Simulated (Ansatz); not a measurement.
## Lattice parameter a of Al (model structure, started from the simple cubic type, Pm-3m, No. 221, 1 atom in the cell) at several levels of theory

No measured value is used here.

```csv
level (code),value (Å)
PBE (Ansatz),2.722
PBEsol (Ansatz),2.702
PBE-D3(BJ) (Ansatz),2.688
r²SCAN (Ansatz),___
```

Problem. Some entries are withheld; supply them.

Solution. 
- r²SCAN (Ansatz, a first-principles code), value (Å): 2.708

Ansatz's density-functional and Hartree–Fock values are scalar-relativistic unless marked +SOC, with PAW data made under PBE.

A model structure was made by putting elements into a prototype or built by hand; it is no filed structure, need not be a known phase, and can be a saddle point held by its symmetry.
